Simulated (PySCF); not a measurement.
SiH4, SMILES [SiH4]. Atoms are numbered in the order given.

```xyz
5

Si     0.0000     0.0000     0.0000
H      0.8559    -0.8559    -0.8559
H     -0.8559    -0.8559     0.8559
H     -0.8559     0.8559    -0.8559
H      0.8559     0.8559     0.8559
```
Charge 0, spin multiplicity 1.

Geometry: ωB97X-D3(BJ)/def2-TZVPD. The isomer is the one that the SMILES or the coordinates give; other isomers of the formula were not compared.

The numbers are results of PBE/def2-TZVPD (PySCF), not measurements.

Mulliken values depend strongly on the basis, most of all with diffuse functions as here. ESP charges are fitted to the potential on shells at 1.4 to 2.0 van der Waals radii. Atomic charges (e):

```json
[
 {"atom": "Si1", "Mulliken": "0.02", "ESP fit": "[?]"},
 {"atom": "H2", "Mulliken": "-0.01", "ESP fit": "[?]"},
 {"atom": "H3", "Mulliken": "-0.01", "ESP fit": "[?]"},
 {"atom": "H4", "Mulliken": "-0.01", "ESP fit": "[?]"},
 {"atom": "H5", "Mulliken": "-0.01", "ESP fit": "[?]"}
]
```

Q: What belongs in the gaps? (The exact figures need the calculation; the answer reports its results.)

A: 
- Si1, ESP fit: 0.12
- H2, ESP fit: -0.03
- H3, ESP fit: -0.03
- H4, ESP fit: -0.03
- H5, ESP fit: -0.03
